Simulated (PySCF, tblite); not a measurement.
## A complex of Na+ and dimethyl ether

A gas-phase complex of Na+ and dimethyl ether; charge +1, singlet. The structure comes from a short search (6 tight-binding starts) and was relaxed by PBE0-D3(BJ)/def2-SVPD; another way of binding may lie lower. No frequency run checks that it is a minimum.

Parts: 1 = Na+ ([Na+]), atoms 1, charge +1; 2 = dimethyl ether (COC), atoms 2–10.

```xyz
10

Na   -0.171   -0.778    0.550
C    -0.696   -1.463   -2.530
O    -0.313   -1.980   -1.263
C    -0.009   -3.367   -1.320
H     0.119   -1.588   -3.259
H    -0.914   -0.394   -2.416
H    -1.597   -1.976   -2.899
H     0.832   -3.550   -2.006
H    -0.886   -3.940   -1.659
H     0.270   -3.703   -0.313
```
Atoms count from 1 in this order.

Contacts between parts, classed by geometry: Na1···O3 2.180 Å (ion contact).

Interaction energies are complex less parts, with the parts frozen as they stand in it; counterpoise-corrected, in kcal/mol (PySCF).

(1) How strongly do the parts interact, level by level?

(2) What holds them together? Decompose the wB97M-D3(BJ)/def2-TZVPD energy: frozen parts, their antisymmetrised product, then relaxation.

The parts were also relaxed and run alone, at the levels used for the complex: shieldings by PBE0/pcSseg-2; core levels by delta-SCF with SCAN, pcX-2 on the ionised atom and pcseg-1 elsewhere, spin-free X2C.

Values alone: shielding of Na1 (ppm): 623.7; shielding of O3 (ppm): 331.6; Na1 1s core level (eV): 1088.42; C2 1s core level (eV): 292.25; O3 1s core level (eV): 538.54.

(3) What does binding change?

## Answers

(1) 
| level | interaction | superposition error removed |
| --- | --- | --- |
| wB97M-D3(BJ)/def2-TZVPD | -26.79 | -0.12 |
| PBE0-D3(BJ)/def2-TZVPD | -27.02 | -0.13 |

(2) electrostatic -25.8, Pauli repulsion +10.7, orbital relaxation -10.7, dispersion correction -1.1 kcal/mol, which sum to the value before the counterpoise correction; the Pauli term holds the exchange-correlation of the frozen density too. Of the attraction, 69 % is electrostatic, 28 % is orbital relaxation, 3 % is dispersion correction.

(3) 
```json
{"property": "shielding of Na1 (ppm)", "alone": "623.7", "in the complex": "602.9", "change": "-20.8"}
{"property": "shielding of O3 (ppm)", "alone": "331.6", "in the complex": "340.3", "change": "+8.7"}
{"property": "Na1 1s core level (eV)", "alone": "1088.42", "in the complex": "1085.85", "change": "-2.57"}
{"property": "C2 1s core level (eV)", "alone": "292.25", "in the complex": "296.65", "change": "+4.41"}
{"property": "O3 1s core level (eV)", "alone": "538.54", "in the complex": "543.66", "change": "+5.12"}
```

The 4 runs behind this took 2.1 min in all, one thread each of Arm Neoverse V2 on a shared host, launched as `OMP_NUM_THREADS=1 python cluster_run.py task.json out`.
